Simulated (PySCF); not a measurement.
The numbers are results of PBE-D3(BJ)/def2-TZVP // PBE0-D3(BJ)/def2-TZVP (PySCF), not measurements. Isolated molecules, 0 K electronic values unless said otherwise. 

Reference species (SMILES): `[NH2]` (neutral, multiplicity 2).

| Item | Result |
|---|---|
| dipole moment | 1.91 D |

Changed species: `C=[SiH][S]` (radical fragment; the reference has radical fragment).

Problem. Predict the effect on the dipole moment.

Solution. the dipole moment rises by 1.01 D, to 2.92 D.
